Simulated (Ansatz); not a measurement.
# NH4+ with H2O: structure and interaction energy

One table from this session's results is given with a row withheld; the runs are named, their logs left out.

Method: PBE0-D4 structure, single points in def2-TZVPPD; program: Ansatz 0.2.0, Gaussian basis.

Levels: PBE-D4, revPBE-D4, BLYP-D4, r2SCAN-D4, B97M-V, PBE0-D4, B3LYP-D4, HSE06-D4, wB97X-V, wB97M-V, B2PLYP, Hartree-Fock, MP2, CCSD, CCSD(T). The reference is CCSD(T) extrapolated to the basis limit.

Correlated methods freeze the cores. B3LYP uses VWN-RPA correlation. B2PLYP carries no dispersion term here.

27 further runs of the same task are left out: 27 set aside as unsound or not needed.

## The starting structure

The pair, from a GFN2-xTB docking trial: 8 atoms, charge 1, spin multiplicity 1.

Atoms are counted from 1 here; the program's logs count them from 0.

Bond lengths: N1–H2 1.023 Å, N1–H3 1.022 Å, N1–H4 1.074 Å, N1–H5 1.024 Å, O6–H7 0.960 Å, O6–H8 0.962 Å. Angles: H2–N1–H3 109.4°, H2–N1–H4 109.6°, H2–N1–H5 109.8°, H3–N1–H4 108.9°, H3–N1–H5 109.6°, H4–N1–H5 109.5°, H7–O6–H8 107.6°.

Coordinates:

```tsv
atom	x (Å)	y (Å)	z (Å)
N1	0.15060	0.17750	-1.11330
H2	-0.34320	-0.54940	-1.63640
H3	1.15050	0.12340	-1.31700
H4	0.00170	0.02790	-0.06000
H5	-0.20540	1.09900	-1.38100
O6	-0.21090	-0.22100	1.46650
H7	0.04490	0.35920	2.18770
H8	-0.58820	-1.01650	1.85350
```

Atoms 1 to 5 are fragment A (NH4+), the rest fragment B (H2O).

The first run:

File pre/in.yaml:

```yaml
crystal:
  periodic: [false, false, false]
  atoms:
    - {symbol: N, position_ang: [0.150600, 0.177500, -1.113300]}
    - {symbol: H, position_ang: [-0.343200, -0.549400, -1.636400]}
    - {symbol: H, position_ang: [1.150500, 0.123400, -1.317000]}
    - {symbol: H, position_ang: [0.001700, 0.027900, -0.060000]}
    - {symbol: H, position_ang: [-0.205400, 1.099000, -1.381000]}
    - {symbol: O, position_ang: [-0.210900, -0.221000, 1.466500]}
    - {symbol: H, position_ang: [0.044900, 0.359200, 2.187700]}
    - {symbol: H, position_ang: [-0.588200, -1.016500, 1.853500]}
basis:
  gaussian: {orbitals: def2-SVP}
total_charge: 1
hamiltonian: {xc: pbe, dispersion: d4}
relax: {f_tol: 0.03, max_steps: 250}
```

No record of the launch command was kept for these runs.

Steps of the session up to this table: A first relaxation in a small basis; Relaxation at PBE0-D4; CCSD(T)/def2-TZVPPD; MP2/def2-QZVPPD; Vibrations of the pair.

One of the session's tables, all rows but one given; the rest of the session is left out.

```
      method  interaction (kcal/mol)
      PBE-D4                  -22.53
   revPBE-D4                  -21.34
     BLYP-D4                  -21.59
   r2SCAN-D4                  -22.22
      B97M-V                  -21.54
     PBE0-D4                  -22.65
    B3LYP-D4                  -22.12
    HSE06-D4                  -22.63
     wB97X-V                  -21.59
     wB97M-V                  -21.60
      B2PLYP                       ?
Hartree-Fock                  -19.03
         MP2                  -20.80
        CCSD                  -20.26
     CCSD(T)                  -20.55
 CCSD(T)/CBS                  -21.28
```

Estimate the missing values for B2PLYP.

As computed: interaction (kcal/mol): -21.20. In the column «interaction (kcal/mol)» it lies between CCSD(T)/CBS (-21.28) and MP2 (-20.80).
